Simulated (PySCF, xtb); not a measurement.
CS₂, SMILES S=C=S (connectivity only; charge and spin as stated), charge -1, multiplicity 2. Atoms are numbered in the order given.

```xyz
3

S      0.0000    -1.5491     0.0771
C      0.0000     0.0000    -0.4110
S      0.0000     1.5491     0.0771
```
Charge -1, spin multiplicity 2.

Geometry optimised at PBE0-D3(BJ)/def2-TZVPD. The multiplicity is an assumed one; other spin states were not compared.

These are C-PCM-B3LYP/def2-SVPD run with PySCF 2.14.0 values and carry that method's errors.

The values are the electrostatic part of the solvation free energy, E(continuum) − E(gas) at the gas-phase geometry, in a cavity of scaled van der Waals radii (PySCF's table); cavitation and dispersion terms are not included.

Computed values in water (ε = 78.36), acetone (ε = 20.49), 2-propanol (ε = 19.26):
```json
[
 {"solvent": "water", "ε": "78.36", "ΔG(elec) (kcal/mol)": "-53.9"},
 {"solvent": "acetone", "ε": "20.49", "ΔG(elec) (kcal/mol)": "-51.9"},
 {"solvent": "2-propanol", "ε": "19.26", "ΔG(elec) (kcal/mol)": "-51.8"}
]
```

For comparison, GFN2-xTB/ALPB(water) (xtb, at the GFN2-xTB geometry, all terms of that model) gives -49.9 kcal/mol.
